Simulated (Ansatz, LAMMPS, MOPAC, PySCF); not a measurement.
## How well does each level of theory give the bulk modulus of zinc-blende GaAs?

Reference value: 76.7 GPa (measured, 0 K value with the zero-point phonon effect removed; as tabulated in Mejia-Rodriguez and Trickey (2018), arXiv:1807.09216).

Task: What do BOP GaAs.bop.table, PM7 semi-empirical Hartree-Fock (MOPAC), LDA, BLYP, PBE, PBE-D3(BJ), r²SCAN, PBE0-D3(BJ), r²SCAN0, Hartree–Fock, MP2, CCSD give, and how far is each from the reference?

Result: 
```
level (code)                             value (GPa)  cell (Å³/atom)  error (%)
---------------------------------------  -----------  --------------  ---------
BOP GaAs.bop.table (LAMMPS)                     75.1           22.71       -2.1
PM7 semi-empirical Hartree-Fock (MOPAC)          116           22.42        +51
LDA (Ansatz)                                    74.3           21.99       -3.1
BLYP (Ansatz)                                   49.6           25.14        -35
PBE (Ansatz)                                    60.3           23.71        -21
PBE-D3(BJ) (Ansatz)                             67.7           22.85      -11.7
r²SCAN (Ansatz)                                 72.3           22.75       -5.7
PBE0-D3(BJ) (Ansatz)                            80.7           22.09       +5.2
r²SCAN0 (Ansatz)                                79.6           22.41       +3.8
Hartree–Fock (Ansatz)                           79.5           23.82       +3.7
MP2 (PySCF)                                 75.6 ± 2           23.12       -1.4
CCSD (PySCF)                                72.9 ± 2           23.34       -5.0
```

Once the reference is moved by up to 1.7 % (a margin picked here for doubts on the reference and the settings) and values within 1.7 % count as equal, the nearest can be MP2 (-1.4 %), BOP GaAs.bop.table (-2.1 %), LDA (-3.1 %), Hartree–Fock (+3.7 %), r²SCAN0 (+3.8 %) or PBE0-D3(BJ) (+5.2 %). Farthest off among them: PM7 semi-empirical Hartree-Fock (MOPAC) (+51 %). Within 10 %: BOP GaAs.bop.table, LDA, r²SCAN, PBE0-D3(BJ), r²SCAN0, Hartree–Fock, MP2, CCSD.

A ± on a computed value is a rough bar: the spread of its extrapolation, a floor set from checks against published values, or a statistical error. PM7 semi-empirical Hartree-Fock (MOPAC): the method was fitted mainly to molecules. PM7 semi-empirical Hartree-Fock (MOPAC): the run uses a supercell at the zone centre in place of a k mesh. BLYP: the cell is over a tenth larger than the published one: the level's own overestimate first of all, though another phase or state, or a fault of the published cell, is possible. Each level is taken at its own relaxed cell. Cutoffs and k meshes differ between the levels. Ansatz's density-functional and Hartree–Fock values are scalar-relativistic unless marked +SOC, with PAW data made under PBE.

Empirical potentials (BOP GaAs.bop.table) are fitted to chosen data: where that held the value shown, agreement is built in, and what lay outside the fit can be far off.

Differences are worked out from the printed values.

Ansatz is a first-principles code.
